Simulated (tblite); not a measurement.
C₄H₅Cl₂ (doublet state).
Z-matrix (Å and degrees, GFN2-xTB geometry), rows numbered from 1:
```
C 
C   1  1.3774
C   2  1.3752  1  123.58
C   2  1.5046  1  118.38  3  -179.98
Cl  4  1.7829  2  110.47  1   -60.15
Cl  4  1.7833  2  110.44  1    60.74
H   1  1.0738  2  120.65  3     0.07
H   1  1.0738  2  121.21  3   179.95
H   3  1.0739  2  121.86  1  -179.98
H   3  1.0743  2  120.46  1    -0.02
H   4  1.0910  2  112.59  1  -179.73
```

Level: GFN2-xTB in tblite, geometry and Hessian alike; calculated harmonic values, unscaled, isolated species. Against measured fundamentals such values can be off by several per cent, at times by over 20. One conformer, not necessarily the lowest. Open shells enter through the occupations alone, without spin polarisation, and single modes of such species can be off by tens of per cent.

Harmonic wavenumbers (cm⁻¹): 38.2, 165.4, 210.1, 243.9, 372.8, 472.6, 504.1, 514.8, 525.2, 709.8, 722.1, 767.3, 774.9, 908.7, 943.7, 1024.7, 1153.4, 1181.2, 1334.9, 1363.7, 1459.8, 1468.8, 2951.8, 3127.2, 3132.8, 3165.5, 3174.5.

A = 2558, B = 2004, C = 1444 MHz; mass 122.977 u (most abundant isotopes); point group Cs, symmetry number 1; spin multiplicity 2.

Task: What is the zero-point energy?

Result: ½Σν̃ = 16206 cm⁻¹ = 193.87 kJ/mol.

Task: What is S at 298.15 K and 1 bar for an ideal gas of classical rigid rotors and harmonic oscillators?

Result: Translation 168.87, rotation 117.84, vibration 70.56, spin (R ln 2) 5.76: S = 363.0 J/(mol K).

Task: And Cp and H(298.15 K) − H(0)?

Result: Cp = 113.22 J/(mol K), of which vibrations give 79.97 (their classical limit is 27 R = 224.5); H(298.15 K) − H(0) = 21.27 kJ/mol without the zero-point energy, 11.36 from vibrations.

Task: How do the functions run with temperature in this model?

Result: 
```json
{"T (K)": "100", "S (J/(mol K))": "275.7", "Cp (J/(mol K))": "56.5", "H − H(0) (kJ/mol)": "4.41", "G − H(0) (kJ/mol)": "-23.16", "ln q(vib)": "1.05"}
{"T (K)": "200", "S (J/(mol K))": "323.6", "Cp (J/(mol K))": "85.5", "H − H(0) (kJ/mol)": "11.49", "G − H(0) (kJ/mol)": "-53.23", "ln q(vib)": "2.43"}
{"T (K)": "300", "S (J/(mol K))": "363.7", "Cp (J/(mol K))": "113.7", "H − H(0) (kJ/mol)": "21.48", "G − H(0) (kJ/mol)": "-87.64", "ln q(vib)": "3.93"}
{"T (K)": "500", "S (J/(mol K))": "432.4", "Cp (J/(mol K))": "155.4", "H − H(0) (kJ/mol)": "48.73", "G − H(0) (kJ/mol)": "-167.48", "ln q(vib)": "7.04"}
{"T (K)": "800", "S (J/(mol K))": "513.9", "Cp (J/(mol K))": "190.2", "H − H(0) (kJ/mol)": "101.12", "G − H(0) (kJ/mol)": "-309.97", "ln q(vib)": "11.48"}
{"T (K)": "1000", "S (J/(mol K))": "557.9", "Cp (J/(mol K))": "204.7", "H − H(0) (kJ/mol)": "140.68", "G − H(0) (kJ/mol)": "-417.26", "ln q(vib)": "14.17"}
```

q(vib) and H(0) count from the zero-point level.

Task: Blend soft modes into free rotors: weight 1/[1 + (100 cm⁻¹/ν̃)⁴] for the oscillator and the rest for a rotor with moment μB/(μ + B), μ = h/(8π²ν), B = 10⁻⁴⁴ kg m². What vibrational entropy results?

Result: 64.26 J/(mol K) in place of 70.56, which changes −T·S at 298.15 K by +1.88 kJ/mol.

Task: Which modes carry the vibrational entropy at 298.15 K?

Result: 38.2 cm⁻¹: 22.39; 165.4 cm⁻¹: 10.41; 210.1 cm⁻¹: 8.55; 243.9 cm⁻¹: 7.42; 372.8 cm⁻¹: 4.47; 472.6 cm⁻¹: 3.06 J/(mol K); the other 21 give 14.27 together.

Task: What must be added to the electronic energy to get the Gibbs energy at 298.15 K and 1 bar?

Result: ZPE + [H(298.15 K) − H(0)] − T·S = 193.87 + 21.27 − 108.24 = 106.90 kJ/mol.

Hindered rotation and anharmonicity are outside this model. Other conformers, if any are populated, would add a mixing term that is left out.

Time: 0.3 s wall. Hardware: one thread of an Arm Neoverse V1, no GPU, shared host with 32 logical CPUs at a one-minute load of 15. This covers the Hessian and the dipole derivatives.
